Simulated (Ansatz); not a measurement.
**Counterpoise correction, worked out**

The pair of NH₄⁺ (SMILES [NH4+], atoms 1–5) and CH₅N (SMILES CN, atoms 6–12), both closed shells, in one local arrangement (a lower one may exist), relaxed at PBE0-D4/def2-TZVP:

N1  (0.620, 0.223, -2.074)
H2  (1.601, 0.000, -1.893)
H3  (0.234, -0.454, -2.734)
H4  (0.554, 1.162, -2.474)
H5  (0.085, 0.185, -1.182)
C6  (-0.099, -0.154, 1.026)
N7  (-0.713, -0.246, 2.311)
H8  (-0.810, 0.139, 0.205)
H9  (0.344, -1.119, 0.762)
H10  (0.705, 0.589, 1.057)
H11  (-1.428, -0.956, 2.361)
H12  (-1.092, 0.632, 2.635)
(Å)

Ansatz 0.2.0; basis: def2-TZVPPD; cores frozen in the correlated methods.

MP2 total energies in eV:

| system | geometry | basis functions | energy |
| --- | --- | --- | --- |
| pair | pair | all | -4148.77552 |
| NH₄⁺ | as in the pair | all (partner as ghosts) | -1545.46968 |
| CH₅N | as in the pair | all (partner as ghosts) | -2603.10615 |
| NH₄⁺ | as in the pair | its own | -1545.46403 |
| CH₅N | as in the pair | its own | -2603.09603 |
| NH₄⁺ | free (PBE0-D4 minimum) | its own | -1545.47112 |
| CH₅N | free (PBE0-D4 minimum) | its own | -2603.13822 |

(1) Work out the interaction energy with and without the counterpoise correction, the superposition error, and the binding energy from the relaxed fragments.

No T1 diagnostic of these runs exceeds 0.009.

Answers

(1) Without correction: -4148.77552 − (-1545.46403) − (-2603.09603) = -0.21546 eV.
With correction (each fragment in the whole basis): -4148.77552 − (-1545.46968) − (-2603.10615) = -0.19969 eV = -4.60 kcal/mol.
The superposition error is the difference, 0.01577 eV, 7 % of the uncorrected value: each fragment borrows its partner's functions.
Deformation from the free shapes: 0.00709 eV for NH₄⁺ and 0.04219 eV for CH₅N.
Binding energy from relaxed fragments: -0.19969 + 0.00709 + 0.04219 = -0.15041 eV = -3.47 kcal/mol (electronic, without zero-point energy; negative means bound). For comparison, the corrected interaction energy by CCSD(T) at an estimated basis limit (MP2 extrapolated from triple and quadruple zeta, plus CCSD(T) − MP2 in triple zeta) is -0.213 eV.

For scale, one of the runs: CCSD(T)/def2-TZVPPD, 264 basis functions, launched by `ansatz run in.yaml --threads 4 --pin off --events-out ev --progress --plain --max-ram 9574MiB`. The run took 91 s on 4 CPU threads of an Arm Neoverse V2 (shared host), with 6.7 GiB of host memory at its peak.
